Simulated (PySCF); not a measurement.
Gas-phase reaction: 2 (CH₃)₃Si + H₂ = 2 (CH₃)₃SiH

Computed with PySCF (xtb for GFN2) and rigid-rotor harmonic-oscillator thermochemistry at 1 bar. † marks an energy on the PBE0/def2-TZVP geometry and frequencies; other levels use their own. MP2 and CCSD(T) freeze the core. Open shells (unrestricted): (CH₃)₃Si (multiplicity 2); the rest are closed-shell singlets. GFN2 has no spin-polarisation term. (CH₃)₃Si: computed as isolated molecules; such fragments, hydroxides, amides, oligomers or adducts are transient or little studied in the gas. MP2 isn't extrapolated to the basis-set limit. CCSD(T) isn't extrapolated to the basis-set limit.

```tsv
level	ΔH°(298 K), kJ
CCSD(T)/def2-SVP†	…
GFN2-xTB	…
M06-2X/def2-TZVP†	-335
MP2/def2-SVP†	-346
MP2/def2-TZVPP†	-351
PBE/def2-TZVP†	…
PBE0/def2-SVP†	-340
PBE0/def2-TZVP	-332
r2SCAN/def2-TZVP†	…
```

Task: Fill in the missing entries.

Result: 
- CCSD(T)/def2-SVP†, ΔH°(298 K), kJ: -347
- GFN2-xTB, ΔH°(298 K), kJ: -411
- PBE/def2-TZVP†, ΔH°(298 K), kJ: -320
- r2SCAN/def2-TZVP†, ΔH°(298 K), kJ: -323
